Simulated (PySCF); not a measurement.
Molecule: `C[S+](C)(=O)CF`, [C3H8FOS]+.

Geometry (Å), atoms numbered from 1 in this order:
```xyz
14

C    -1.3015   -1.0538    0.0003
S     0.1014   -0.0966   -0.5795
C     1.5274   -0.5480    0.4121
O     0.3318   -0.2490   -1.9728
C    -0.2764    1.6592   -0.1433
F    -0.4681    1.6471    1.1899
H    -2.1621   -0.8184   -0.6204
H    -1.4940   -0.8009    1.0383
H    -1.0677   -2.1101   -0.1016
H     2.3926   -0.0029    0.0439
H     1.3274   -0.2969    1.4491
H     1.7042   -1.6146    0.3016
H    -1.1898    1.9846   -0.6486
H     0.5743    2.2998   -0.3914
```

Total charge +1.

Frames of a GFN2-xTB Langevin trajectory at 300 K; GIAO PBE0/pcSseg-1 shieldings in PySCF 2.14.0 with density-fitted response routines, gas phase, non-relativistic; equivalent atoms averaged within each frame.

References, each an isolated molecule treated in the same way: 13C (σref 186.93) and 1H (σref 31.72) vs TMS; 33S (σref 503.73) vs CS2; 17O (σref 336.08) vs H2O; CFCl3 for 19F (σref 170.95). The references are static minima.

Question: How do the shifts (ppm) fluctuate along the trajectory?

Answer: 
| time (fs) | C5 | C1/C3 | S2 | O4 | F6 | H13/H14 | H7/H8/H9/H10/H11/H12 |
| --- | --- | --- | --- | --- | --- | --- | --- |
| optimised geometry | 102.3 | 42.4 | 298 | 109.2 | -231.2 | 6.35 | 3.67 |
| 250 | 111.1 | 48.1 | 318 | 128.2 | -206.9 | 6.46 | 3.95 |
| 425 | 106.4 | 48.5 | 306 | 120.1 | -240.1 | 6.52 | 3.55 |
| 625 | 108.3 | 51.1 | 302 | 131.7 | -223.1 | 6.68 | 4.08 |
| 800 | 110.7 | 46.3 | 302 | 123.3 | -225.2 | 7.55 | 3.96 |
| 1000 | 104.7 | 54.0 | 309 | 121.2 | -226.7 | 6.78 | 3.85 |
| mean of frames | 108.2 | 49.6 | 307 | 124.9 | -224.4 | 6.80 | 3.88 |
| standard deviation | 2.7 | 3.0 | 7 | 4.9 | 11.9 | 0.44 | 0.20 |

5 frames give an uncertainty of the mean of about the standard deviation over 2.2 at best, since frames this close in time may not be independent; classical motion lacks zero-point vibration, and the reference would need the same averaging.
